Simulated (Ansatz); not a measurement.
Si5Ni: short dynamics, then relaxation

A packing of 24 atoms, thrown in at random and pushed apart as soft spheres with like charges further apart (4 Ni, 20 Si) went through Langevin stages in a fixed cell of 15.03 Å³/atom, at one k point, without spin and with a Fermi–Dirac width of kT (0.05 eV at least). Level of theory: DFT PBE, scalar-relativistic, plane waves, PAW (Ansatz).

| thermostat (K) | duration (fs) | friction (1/fs) | cutoff (eV) | mean T (K) | mean P (GPa) | mean square displacement (Å²) |
| --- | --- | --- | --- | --- | --- | --- |
| 2460 | 72 | 0.030 | 320 | 2622 | 12.8 | 0.37 |
| 2460 | 315 | 0.005 | 420 | 2029 | 10.5 | 1.84 |
| 1770 | 360 | 0.005 | 420 | 1917 | 7.1 | 2.36 |
| 980 | 348 | 0.015 | 420 | 1063 | 4.7 | 0.63 |
| 300 | 255 | 0.015 | 420 | 416 | 4.8 | 0.19 |

Means run over the second half of a stage; pressure includes the kinetic part; displacements count from the stage's start, the atoms' common shift taken off.

Cell and atoms were then relaxed on coarser meshes and computed once more: Cutoff 420 eV; k points 4×5×5 on the computed 24-atom cell (Γ-centred); Gaussian smearing, width 0.10 eV; no spin polarisation.

What structure is left?

One draw of many: 16.46 Å³/atom with no gap on the mesh, 0.13 eV/atom above the elements' standard states (static lattices, no corrections for gases) (a random packing after short dynamics, relaxed).

Counting as bonded all pairs within 1.2 times the summed covalent radii:

```csv
atom → neighbour,mean count,mean length (Å),spread (Å)
Ni → Ni,1.50,2.67,0.03
Ni → Si,6.75,2.42,0.13
Si → Ni,1.35,2.42,0.13
Si → Si,3.60,2.43,0.07
```

Angles between all pairs of such bonds at an atom (mean ± spread): 99 ± 34° at Ni, 102 ± 27° at Si.

```
CELL_PARAMETERS angstrom
7.45769 0.27202 -0.35186
0.28807 7.35959 -0.09357
-0.36878 -0.09348 7.22423
ATOMIC_POSITIONS crystal
Si 0.71094 0.39992 0.81346
Si 0.32983 0.33254 0.87480
Si 0.77576 0.72307 0.34556
Si 0.40598 0.57514 0.12569
Si 0.70815 0.47107 0.13603
Si 0.95222 0.15494 0.47359
Si 0.99270 0.74443 0.13178
Si 0.44427 0.10541 0.56966
Si 0.77072 0.83509 0.87082
Si 0.76028 0.15840 0.18757
Si 0.88143 0.11280 0.77640
Si 0.07084 0.12021 0.07083
Si 0.14968 0.74750 0.67995
Si 0.20716 0.34000 0.50817
Si 0.44513 0.81179 0.89352
Si 0.54452 0.96362 0.29509
Si 0.19635 0.94165 0.43546
Si 0.43129 0.55728 0.66793
Si 0.86601 0.61748 0.65002
Si 0.12244 0.43357 0.14612
Ni 0.25458 0.61521 0.38937
Ni 0.57497 0.10489 0.86735
Ni 0.27187 0.87244 0.14471
Ni 0.22918 0.03861 0.81025
```

The relaxation stopped before its thresholds.

Spin polarisation was left out, and a magnetic state may lie lower.

Cost: 6 runs of about 69 core-minutes in all (earlier runs that led there not counted), on Intel Xeon Processor @ 2.50GHz (Skylake/Cascade Lake) (shared hosts).